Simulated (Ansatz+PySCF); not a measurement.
## singlet C₄H₄: levels of theory in one basis

```xyz
8

C     1.0253    0.0000    0.0000
C     0.0000    1.0253    0.0000
C    -1.0253    0.0000    0.0000
C     0.0000   -1.0253    0.0000
H     2.1153    0.0000    0.0000
H     0.0000    2.1153    0.0000
H    -2.1153    0.0000    0.0000
H     0.0000   -2.1153    0.0000
```

Basis set: cc-pVDZ (spherical functions). Left uncorrelated: 4 orbitals. Charge 0, multiplicity 1.

Computed with Ansatz (development build ahead of 0.2.0); each method stands on the lowest determinant of its kind that the runs found. NEVPT2 correlates all electrons. Active spaces start from the frontier orbitals, and the lowest solution found is given.

```
        method  E − E(RHF) (eV)  <S²> of the determinant
           RHF             0.00                     0.00
           UHF            -2.64                     1.25
       RHF-MP2           -14.73                        –
      RHF-CCSD           -15.76                        –
   RHF-CCSD(T)           -16.66                        –
   CASSCF(4,4)            -2.92                        –
   CASSCF(2,2)            -1.15                        –
SC-NEVPT2(2,2)           -16.37                        –
SC-NEVPT2(4,4)           -15.75                        –
```

Q: What does UHF-MP2 give on the same scale?

A: -15.01 eV.

Q: Is a single determinant a sound starting point here?

A: It is doubtful. Unrestricted orbitals lower Hartree–Fock by 2.64 eV and <S²> is 1.25 where a pure state has 0.00, a sign of strong static correlation. The CASSCF(4,4) natural occupations are 1.90, 1.00, 1.00, 0.10. The CASSCF(2,2) natural occupations are 1.00, 1.00.

Caution for RHF, RHF-MP2, RHF-CCSD, RHF-CCSD(T): an unrestricted determinant lies well below; the determinant breaks the point group. Caution for UHF, UHF-MP2: the unrestricted determinant is a mixture of spin states. Caution for RHF-MP2, RHF-CCSD, RHF-CCSD(T): large amplitudes, a single reference is doubtful. Caution for UHF-MP2: a plain start can end on a higher determinant.
